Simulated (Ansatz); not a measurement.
Reaction (ligand exchange at a Mg–C bond): `C[CH2][MgH]` + H₂S → `[MgH][SH]` + ethane

Computed with Ansatz on PBE0-D4/def2-TZVP structures; ΔE is electronic, products minus reactants. CCSD(T)/CBS adds triple-zeta CCSD(T) − MP2 to the extrapolated MP2 energy (def2 sets, frozen cores). This one scheme is used for every species. Functionals use def2-TZVPP. B3LYP here is the variant with VWN-RPA as its local correlation; programs differ in this. HSE06 is defined as in plane-wave codes. For Mg outer-core shells are correlated without core-valence functions, which leaves a few kJ/mol of doubt a bond.

```
             level  ΔE (kJ/mol)  difference from CCSD(T)/CBS
       LDA (SPW92)       -163.9                          6.1
            PBE-D4       -166.2                          3.8
         revPBE-D4       -164.1                          5.9
           BLYP-D4       -164.6                          5.4
         r2SCAN-D4       -177.3                         -7.3
            B97M-V       -176.0                         -6.0
           PBE0-D4       -172.9                         -2.9
          B3LYP-D4       -170.8                         -0.8
        r2SCAN0-D4       -180.0                        -10.0
          HSE06-D4       -173.0                         -3.0
      CAM-B3LYP-D4       -171.9                         -1.9
           ωB97X-V       -173.3                         -3.3
            B2PLYP       -173.4                         -3.4
          PBE-QIDH       -176.7                         -6.7
              BLYP       -167.8                          2.2
            r2SCAN       -177.8                         -7.8
              PBE0       -174.2                         -4.2
             B3LYP       -173.1                         -3.1
           r2SCANh       -179.0                         -9.0
           r2SCAN0       -180.6                        -10.6
             HSE06       -174.1                         -4.1
             BHLYP       -180.3                        -10.3
         CAM-B3LYP       -173.2                         -3.2
           LC-ωPBE       -174.2                         -4.2
RPA@PBE/def2-TZVPP       -159.9                         10.1
       HF/def2-SVP       -194.6                        -24.6
      MP2/def2-SVP       -179.7                         -9.7
     CCSD/def2-SVP       -177.9                         -7.9
  CCSD(T)/def2-SVP       -176.4                         -6.4
     HF/def2-TZVPP       -190.7                        -20.7
    MP2/def2-TZVPP       -171.9                         -1.9
SCS-MP2/def2-TZVPP       -171.4                         -1.4
CCSD(T)/def2-TZVPP       -168.5                          1.5
     HF/def2-QZVPP       -191.0                        -21.0
    MP2/def2-QZVPP       -172.8                         -2.8
SCS-MP2/def2-QZVPP       -172.7                         -2.7
   CCSD/def2-QZVPP       -172.7                         -2.7
CCSD(T)/def2-QZVPP       -170.7                         -0.7
      HF/CBS(def2)       -191.0                        -21.0
    CCSD/CBS(def2)       -172.2                         -2.2
       CCSD(T)/CBS       -170.0                            0
```

Largest T1 diagnostic among the species: 0.009.

In def2-TZVPP, CCSD(T) changes the Hartree–Fock value by +22.1 kJ/mol (the triples alone add +2.3 kJ/mol) and MP2 by +18.8 kJ/mol. Leaving LDA and LC-ωPBE aside and taking each functional with its dispersion term where it has one, the values spread over 15.9 kJ/mol, from r2SCAN0-D4 to revPBE-D4. LDA lies +3.8 kJ/mol from PBE without D4.
